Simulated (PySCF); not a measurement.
Gas-phase reaction: Cl₂ + 2 CF₂ → CCl₂ + CF₄

Energies from PySCF, thermal terms from the rigid-rotor harmonic-oscillator model, ideal gas at 1 bar. 'Table' is the NASA 1993 thermochemical table (part measured, part estimated). After a fit of one offset per element over all species, the range-separated, M06-2X, PBE0/def2-QZVP and CCSD(T)/def2-TZVPP enthalpies, where run, lie to one side of the table for CF₂ (-21 kJ/mol): a fault of the table's entry, another state or a shared error of the levels is possible; this was not checked at source. † marks an energy on the PBE0/def2-TZVP geometry and frequencies. MP2 and CCSD(T) freeze the core. All species are closed-shell singlets. B3LYP is the form with VWN-RPA correlation. MP2 isn't extrapolated to the basis-set limit; its ΔH°(298 K) is -365.9 kJ in def2-SVP and -343.0 kJ in def2-TZVPP. CCSD(T) isn't extrapolated to the basis-set limit; its ΔH°(298 K) is -338.4 kJ in def2-SVP and -316.3 kJ in def2-TZVPP. The harmonic model lacks anharmonicity and excited electronic states, which grow with temperature; levels with a mode under 35 cm⁻¹ are left out. The table's entry may be an old estimate for CF₂, CCl₂ (not checked at source). Warning, large T1 diagnostic: CCl₂ (CCSD(T)/def2-SVP†, CCSD(T)/def2-TZVPP†).

| level | ΔH°(298 K), kJ | minus table | ΔG°(1200 K), kJ |
|---|---|---|---|
| table | -330.6 | - | -119.8 |
| B3LYP/def2-TZVP† | -299.6 | 31.0 | -88.9 |
| BLYP/def2-TZVP† | -277.4 | 53.2 | -66.8 |
| CCSD(T)/def2-SVP† | -338.4 | -7.8 | -127.8 |
| CCSD(T)/def2-TZVPP† | -316.3 | 14.3 | -105.7 |
| HF/def2-TZVP† | -286.8 | 43.8 | -76.2 |
| M06-2X/def2-TZVP† | -323.1 | 7.5 | -112.5 |
| MP2/def2-TZVPP† | -343.0 | -12.4 | -132.3 |
| PBE0/def2-QZVP† | -335.2 | -4.6 | -124.6 |
| PBE0/def2-SVP† | -376.5 | -45.9 | -165.8 |
| ωB97M-V/def2-TZVP† | -305.9 | 24.7 | -95.3 |
| ωB97X-V/def2-TZVP† | -314.3 | 16.3 | -103.7 |
